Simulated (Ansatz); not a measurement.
System: fcc Al. Method: r²SCAN in Ansatz (plane waves, PAW).

Run with plane-wave cutoff 500 eV, 30×30×30 k mesh, Fermi–Dirac smearing 0.1 eV, scalar-relativistic PAW data made under PBE.

Computed at the level's own relaxed cell.

Q: Predict the volume per atom and equilibrium lattice constant a.

A: 
- volume per atom: 15.93 Å³/atom
- equilibrium lattice constant a: 3.994 Å

Measured, for comparison: equilibrium volume per atom 16.22 Å³/atom, lattice constant a 4.018 Å (static lattice: zero-point anharmonic expansion removed; as tabulated in Mejia-Rodriguez and Trickey (2018), arXiv:1807.09216). Computed (rounded) less measured: equilibrium volume per atom -1.8 %, lattice constant a -0.6 %.

The computed numbers hold no vibrational or temperature effects.

Computing time: about 60 core-seconds (a rough figure).

Ansatz is a program for electronic structure.
